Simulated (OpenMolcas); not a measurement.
# doublet [C4N2]− at 3 levels

Wanted: a comparison of 3 runs (ROMP2/def2-SVP, ROMP2/def2-SVPD, ROMP2/def2-TZVP) of doublet [C4N2]−. 

The results are computed with OpenMolcas 26.06.

4 further runs of the same task are left out: 4 that didn't finish.

### Step 1. The structure to begin with

[C4N2]−: 6 atoms, total charge -1, spin state doublet. As SMILES of the parent species, `N#CC#CC#N`. Geometry: relaxed at GFN2-xTB. That shape belongs to the parent species and isn't relaxed for this state.

Bond lengths: N1–C2 1.149 Å, C2–C3 1.359 Å, C3–C4 1.215 Å, C4–C5 1.359 Å, C5–N6 1.149 Å. Angles: N1–C2–C3 179.7°, C2–C3–C4 179.5°, C3–C4–C5 179.3°, C4–C5–N6 179.9°.

### Step 2. The energy at ROMP2/def2-SVP (run 1)

The input, job.inp:

```
&GATEWAY
  BasLib = $CurrDir
  Coord
  6
  bohr
  N      0.03290013    -5.69773214     1.48277360
  C      0.02209090    -3.59516616     0.94100802
  C      0.00869274    -1.11112117     0.28927928
  C     -0.01545796     1.11382348    -0.27839445
  C     -0.02116493     3.59626220    -0.93677503
  N     -0.02706088     5.69393379    -1.49789141
  Basis = def2-SVP
  Group = NoSym

&SEWARD

&SCF
  UHF
  Charge = -1
  Spin = 2
  PrOrbitals = 1 1

&RASSCF
  FileOrb = $Project.UnaOrb
  Spin = 2
  Nactel = 1 0 0
  Inactive = 19
  Ras2 = 1
  OutOrbitals = Canonical
  OrbListing = Nothing

&CASPT2
  IPEA = 0.0
  Frozen = 6
```

The basis set def2-SVP is read from a file made from the Basis Set Exchange's data (not shown).

Started as:

```console
export MOLCAS_MEM=1860
pymolcas job.inp > job.log
```

The program printed:

```text
--- Start Module: gateway ---
[...]
--- Stop Module: gateway /rc=_RC_ALL_IS_WELL_ ---
[...]
      Basis functions           84
[...]
       Convergence after  24 Iterations
[...]
::    Total SCF energy                               -260.0756127118
[...]
      Total spin, S                                     0.5549967132
[...]
--- Start Module: rasscf ---
[...]
      Number of active orbitals                  1
[...]
      Spin quantum number                      0.5
[...]
      Active orbitals                            1
[...]
      Number of CSFs                             1
[...]
      Number of root(s) required                 1
[...]
      Convergence after 12 iterations
[...]
      printout of CI-coefficients larger than  0.05 for root  1
      energy=    -260.064738
      conf/sym  1     Coeff  Weight
             1  u   1.00000 1.00000
      Natural orbitals and occupation numbers for root  1
      sym 1:   1.000000
      ************************************************************************************************************************
      *                                                    Final results                                                     *
[...]
::    RASSCF root number  1 Total energy:   -260.06473762
[...]
      Total electronic charge=   39.000000
      Total            charge=   -1.000000
[...]
      Dipole Moment (debye):
      Origin of the operator (angstrom)=    0.0001   -0.0001   -0.0002
                   X= -1.8663E-03               Y=  3.0344E-03               Z=  1.3202E-02           Total=  1.3675E-02
      Center of Charge (angstrom)
[...]
--- Stop Module: rasscf /rc=_RC_ALL_IS_WELL_ ---
[...]
--- Start Module: caspt2 ---
[...]
 ###    WARNING: User changed nr of frozen orbitals.                         ###
 ###############################################################################
[...]
      E2 (Variational):          -0.8060169474
      Total energy:            -260.8707545653
[...]
      Reference weight:           0.75607
[...]
::    CASPT2 Root  1     Total energy:   -260.87075457
[...]
--- Stop Module: caspt2 /rc=_RC_ALL_IS_WELL_ ---
[...]
```

It took 11 s on 1 thread of Arm Neoverse V2, shared host; peak memory 0.46 GiB.

### Step 3. The energy at ROMP2/def2-SVPD (run 2)

The input, job.inp:

```
>>> EXPORT MOLCAS_PRINT=2

&GATEWAY
 BASLIB
 $CurrDir
 COORD
 6
 bohr
 N      0.03290013    -5.69773214     1.48277360
 C      0.02209090    -3.59516616     0.94100802
 C      0.00869274    -1.11112117     0.28927928
 C     -0.01545796     1.11382348    -0.27839445
 C     -0.02116493     3.59626220    -0.93677503
 N     -0.02706088     5.69393379    -1.49789141
 BASIS
 def2-SVPD
 GROUP
 NoSym

&SEWARD

&SCF
 UHF
 CHARGE
 -1
 SPIN
 2
 PRORBITALS
 1 1

&RASSCF
 FILEORB
 $Project.UnaOrb
 SPIN
 2
 NACTEL
 1 0 0
 INACTIVE
 19
 RAS2
 1
 OUTORBITALS
 Canonical
 ORBLISTING
 Nothing

&CASPT2
 IPEA
 0.0
 FROZEN
 6
```

The basis set def2-SVPD is read from a file made from the Basis Set Exchange's data (not shown).

Started as:

```console
export MOLCAS_MEM=1860
pymolcas job.inp > job.log
```

The program printed:

```text
--- Start Module: gateway ---
[...]
--- Stop Module: gateway /rc=_RC_ALL_IS_WELL_ ---
[...]
      Basis functions          120
[...]
       Convergence after  24 Iterations
[...]
::    Total SCF energy                               -260.0871580586
[...]
      Total spin, S                                     0.5534637067
[...]
--- Start Module: rasscf ---
[...]
      Number of active orbitals                  1
[...]
      Spin quantum number                      0.5
[...]
      Active orbitals                            1
[...]
      Number of CSFs                             1
[...]
      Number of root(s) required                 1
[...]
      Convergence after 13 iterations
[...]
      printout of CI-coefficients larger than  0.05 for root  1
      energy=    -260.076426
      conf/sym  1     Coeff  Weight
             1  u   1.00000 1.00000
      Natural orbitals and occupation numbers for root  1
      sym 1:   1.000000
      ************************************************************************************************************************
      *                                                    Final results                                                     *
[...]
::    RASSCF root number  1 Total energy:   -260.07642627
[...]
      Total electronic charge=   39.000000
      Total            charge=   -1.000000
[...]
      Dipole Moment (debye):
      Origin of the operator (angstrom)=    0.0001   -0.0001   -0.0002
                   X= -2.0637E-03               Y=  2.8258E-03               Z=  1.2851E-02           Total=  1.3319E-02
      Center of Charge (angstrom)
[...]
--- Stop Module: rasscf /rc=_RC_ALL_IS_WELL_ ---
[...]
--- Start Module: caspt2 ---
[...]
 ###    WARNING: User changed nr of frozen orbitals.                         ###
 ###############################################################################
[...]
      E2 (Variational):          -0.8484905664
      Total energy:            -260.9249168344
[...]
      Reference weight:           0.74162
[...]
::    CASPT2 Root  1     Total energy:   -260.92491683
[...]
--- Stop Module: caspt2 /rc=_RC_ALL_IS_WELL_ ---
[...]
```

Run time: 40 s. Hardware: 1 thread of Arm Neoverse V2, shared host; peak memory 0.76 GiB.

### Step 4. The energy at ROMP2/def2-TZVP (RICD fitting) (run 3)

The input, job.inp:

```
* C4N2 ROMP2

&GATEWAY
  BasLib
  $CurrDir
  Coord
  6
  bohr
  N      0.03290013    -5.69773214     1.48277360
  C      0.02209090    -3.59516616     0.94100802
  C      0.00869274    -1.11112117     0.28927928
  C     -0.01545796     1.11382348    -0.27839445
  C     -0.02116493     3.59626220    -0.93677503
  N     -0.02706088     5.69393379    -1.49789141
  Basis
  def2-TZVP
  Group
  NoSym
  RICD

&SEWARD

&SCF
  UHF
  Charge
  -1
  Spin
  2
  PrOrbitals
  1 1

&RASSCF
  FileOrb
  $Project.UnaOrb
  Spin
  2
  Nactel
  1 0 0
  Inactive
  19
  Ras2
  1
  OutOrbitals
  Canonical
  OrbListing
  Nothing

&CASPT2
  IPEA
  0.0
  Frozen
  6
```

The basis set def2-TZVP is read from a file made from the Basis Set Exchange's data (not shown).

Started as:

```console
export MOLCAS_MEM=1860
pymolcas job.inp > job.log
```

The program printed:

```text
--- Start Module: gateway ---
[...]
--- Stop Module: gateway /rc=_RC_ALL_IS_WELL_ ---
[...]
      Basis functions          186
[...]
       Convergence after  24 Iterations
[...]
::    Total SCF energy                               -260.3833054796
[...]
      Total spin, S                                     0.5539670084
[...]
--- Start Module: rasscf ---
[...]
      Number of active orbitals                  1
[...]
      Spin quantum number                      0.5
[...]
      Active orbitals                            1
[...]
      Number of CSFs                             1
[...]
      Number of root(s) required                 1
[...]
      Convergence after 13 iterations
[...]
      printout of CI-coefficients larger than  0.05 for root  1
      energy=    -260.372030
      conf/sym  1     Coeff  Weight
             1  u   1.00000 1.00000
      Natural orbitals and occupation numbers for root  1
      sym 1:   1.000000
      ************************************************************************************************************************
      *                                                    Final results                                                     *
[...]
::    RASSCF root number  1 Total energy:   -260.37203021
[...]
      Total electronic charge=   39.000000
      Total            charge=   -1.000000
[...]
      Dipole Moment (debye):
      Origin of the operator (angstrom)=    0.0001   -0.0001   -0.0002
                   X= -1.7349E-03               Y=  2.8241E-03               Z=  1.2721E-02           Total=  1.3146E-02
      Center of Charge (angstrom)
[...]
--- Stop Module: rasscf /rc=_RC_ALL_IS_WELL_ ---
[...]
--- Start Module: caspt2 ---
[...]
 ###    WARNING: User changed nr of frozen orbitals.                         ###
 ###############################################################################
[...]
      E2 (Variational):          -0.9841286075
      Total energy:            -261.3561588224
[...]
      Reference weight:           0.72903
[...]
::    CASPT2 Root  1     Total energy:   -261.35615882
[...]
--- Stop Module: caspt2 /rc=_RC_ALL_IS_WELL_ ---
[...]
```

Run time: 74 s. Hardware: 1 thread of Arm Neoverse V2, shared host; peak memory 0.46 GiB.

### Step 5. All runs side by side

| run | level | integral approximation | energy (Eh) | wall time |
| --- | --- | --- | --- | --- |
| 1 | ROMP2/def2-SVP | none | -260.870755 | 11 s |
| 2 | ROMP2/def2-SVPD | none | -260.924917 | 40 s |
| 3 | ROMP2/def2-TZVP (RICD fitting) | RICD | -261.356159 | 74 s |

### Step 6. Summary of results

```
           quantity          value
run 3: total energy  -261.35616 Eh
```

**Reading.** Over the runs the total energy spans 13.209 eV. All runs together took 2.1 min, the longest 74 s.
